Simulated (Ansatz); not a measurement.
Job for Ansatz (a first-principles code): U-revPBE/def2-TZVPPD on CH3 (SMILES [CH3]), 2S+1 = 2. Files ending in .json are basis or fitting sets from the Basis Set Exchange.

Ansatz 0.2 input:
```yaml
crystal:
  periodic: [false, false, false]
  atoms:
    - {symbol: C, position_ang: [0.00000000, 0.00000000, 0.00000000]}
    - {symbol: H, position_ang: [1.07731727, 0.00000000, 0.00000000]}
    - {symbol: H, position_ang: [-0.53865863, 0.93298412, 0.00000000]}
    - {symbol: H, position_ang: [-0.53865863, -0.93298412, -0.00000000]}
basis:
  gaussian:
    orbitals: def2-TZVPPD.json
hamiltonian:
  xc: {name: revPBE}
magnetization: {spin_polarized: true, initial_magnetization: 1}
```

Q: Give the final energy of this run.

A: -39.8428 hartree.
